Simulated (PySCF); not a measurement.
**[AlH2···H···H], doublet: transfer scan**

All five atoms lie in one plane.

Starting geometry:

| atom | x (Å) | y (Å) | z (Å) |
| --- | --- | --- | --- |
| Al | -0.0857 | 0.0000 | 0.0000 |
| H | -0.8787 | 1.3734 | 0.0000 |
| H | -0.8787 | -1.3734 | 0.0000 |
| H | 1.5001 | 0.0000 | 0.0000 |
| H | 2.5523 | 0.0000 | 0.0000 |

From there atom H4 is moved from one fragment to the other while all else, the fragments' distance too, stays fixed; atoms are numbered as listed. Energies are in eV, counted from the starting geometry at the same level.

Basis 6-31G; PySCF 2.14.0. Only valence electrons are correlated (noble-gas cores frozen). R marks a restricted (for open shells ROHF) determinant.

Full CI is exact within this basis and frozen core; it isn't the basis-set limit.

```csv
distance Al1-H4 (Å),RMP2
1.475,0.194
1.586,0.000
1.630,-0.066
1.674,-0.139
1.717,-0.216
1.761,-0.299
1.805,-0.380
1.849,-0.449
1.893,-0.487
```

Q: Estimate the full CI curve in 6-31G from this one, knowing how RMP2 errs.

A: The computed full CI values, in eV from the starting point, and the error of RMP2 against them:
```json
{"distance Al1-H4 (Å)": "1.475", "full CI": "0.240", "RMP2 less full CI": "-0.046"}
{"distance Al1-H4 (Å)": "1.586", "full CI": "0.000", "RMP2 less full CI": "0.000"}
{"distance Al1-H4 (Å)": "1.630", "full CI": "-0.081", "RMP2 less full CI": "0.015"}
{"distance Al1-H4 (Å)": "1.674", "full CI": "-0.163", "RMP2 less full CI": "0.025"}
{"distance Al1-H4 (Å)": "1.717", "full CI": "-0.247", "RMP2 less full CI": "0.031"}
{"distance Al1-H4 (Å)": "1.761", "full CI": "-0.333", "RMP2 less full CI": "0.035"}
{"distance Al1-H4 (Å)": "1.805", "full CI": "-0.414", "RMP2 less full CI": "0.034"}
{"distance Al1-H4 (Å)": "1.849", "full CI": "-0.477", "RMP2 less full CI": "0.028"}
{"distance Al1-H4 (Å)": "1.893", "full CI": "-0.507", "RMP2 less full CI": "0.020"}
```

The error spans 0.080 eV and is largest, -0.046 eV, at 1.475 Å.
